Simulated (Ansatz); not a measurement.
Cost and result for the atomization energy of C$_{3}$H$_{6}$F$_{2}$O (`FCCOCF`) (12 atoms, 11 bonds).

```xyz
12

F    -1.775   -0.044    2.176
C    -1.196    0.647    1.133
C    -0.217   -0.264    0.433
O     0.357    0.486   -0.619
C     1.181   -0.232   -1.439
F     2.349   -0.578   -0.792
H    -1.985    0.971    0.449
H    -0.685    1.525    1.536
H    -0.738   -1.145    0.036
H     0.550   -0.602    1.137
H     0.716   -1.172   -1.766
H     1.442    0.408   -2.283
```

Total charge 0; spin multiplicity 1. Geometry: relaxed with PBE0-D4/def2-TZVP. It is one conformer, not always the lowest. Program: Ansatz. All runs use 4 threads of a server CPU on a shared host. Times are those of one run each, without the atoms' runs, and a repeat can differ threefold. Electronic energies, without spin–orbit coupling; frozen cores. CCSD(T)/CBS adds CCSD(T) − MP2 in def2-TZVPP to the MP2 limit, and its time is that of the two runs behind it. T1 = 0.011. B3LYP takes the VWN-RPA correlation (the form of Gaussian; ORCA's B3LYP/G).

CCSD(T)/CBS is a level of theory with its own doubt, some kJ/mol a heavy atom from the limit and from the frozen cores, so smaller differences don't rank the functionals.

| level | functions | wall time | atomization (kJ/mol) | difference from CCSD(T)/CBS | per bond |
| --- | --- | --- | --- | --- | --- |
| PBE-D4/def2-TZVPP (with forces) | 270 | 2.9 s | 4811.4 | 136.9 | 12.5 |
| PBE0-D4/def2-TZVPP | 270 | 3.3 s | 4691.8 | 17.3 | 1.6 |
| r2SCAN-D4/def2-TZVPP (with forces) | 270 | 5.5 s | 4685.9 | 11.4 | 1.0 |
| B3LYP-D4/def2-TZVPP (with forces) | 270 | 5.5 s | 4665.1 | -9.4 | -0.9 |
| B2PLYP/def2-TZVPP | 270 | 7 s | 4626.7 | -47.8 | -4.3 |
| ωB97X-V/def2-TZVPP | 270 | 8.5 s | 4685.5 | 11.0 | 1.0 |
| ωB97M-V/def2-TZVPP (with forces) | 270 | 13 s | 4686.9 | 12.4 | 1.1 |
| MP2/def2-QZVPP | 522 | 35 s | 4733.7 | 59.2 | 5.4 |
| CCSD(T)/def2-TZVPP | 270 | 6.9 min | 4556.6 | -117.9 | -10.7 |
| CCSD(T)/CBS(def2) | – | 7.4 min | 4674.5 | 0.0 | 0.0 |

In def2-TZVPP, CCSD(T) changes the Hartree–Fock value by +1216.8 kJ/mol (the triples alone add +73.2 kJ/mol) and MP2 by +1324.5 kJ/mol; breaking electron pairs costs correlation energy, which Hartree–Fock lacks. The D4 term adds +27.7 kJ/mol with B3LYP and +14.6 kJ/mol with PBE0; it sums over pairs of atoms, weighted by their polarisabilities, and B3LYP, whose exchange is more repulsive, gets the larger term. From PBE to PBE0 (25 % exact exchange), in def2-TZVPP and without D4, the atomization energy moves by −116.7 kJ/mol: exact exchange takes away binding that semilocal exchange gives to molecules.
